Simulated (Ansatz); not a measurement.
fcc Pd, treated with HSE06 (plane waves, PAW; Ansatz, a quantum-chemistry and plane-wave program).

Run with plane-wave cutoff 460 eV, 14×14×14 k mesh, Fermi–Dirac smearing 0.05 eV, scalar-relativistic PAW data made under PBE.

Results at a series of volumes:

```tsv
V (Å³/atom)	E − E_lowest (meV/atom)	P (GPa)
14.182	22.83	10.42
14.556	5.18	4.79
15.036	0.00	-1.20
15.302	4.31	-4.00
15.675	17.62	-7.40
```

Task: Estimate the bulk modulus from the pressures at 14.556 and 15.036 Å³/atom, and compare it with a fit to all energies.

Result: B = −V dP/dV. Between V = 14.556 and 15.036 Å³/atom, dP/dV = (-1.20 − (4.79))/(15.036 − 14.556) = -12.5 GPa per Å³/atom; at the midpoint 14.796 Å³/atom this gives B ≈ 185 GPa. The third-order Birch–Murnaghan fit gives V0 = 14.934 Å³/atom, B0 = 175 GPa, B′ = 5.8, which lies 5 % below that estimate.

Measured, for comparison: bulk modulus 195 GPa (zero-point energy and finite temperature contributions removed, our sources range from 187 to 198; as tabulated in doi:10.1021/acs.jctc.3c00612); equilibrium volume per atom 14.56 Å³/atom (static lattice: zero-point anharmonic expansion removed; as tabulated in Mejia-Rodriguez and Trickey (2018), arXiv:1807.09216). Computed (rounded) less measured: bulk modulus -10 % (-6 % to -12 % over the range), equilibrium volume per atom +2.5 %.

The result took very roughly 14 core-minutes.
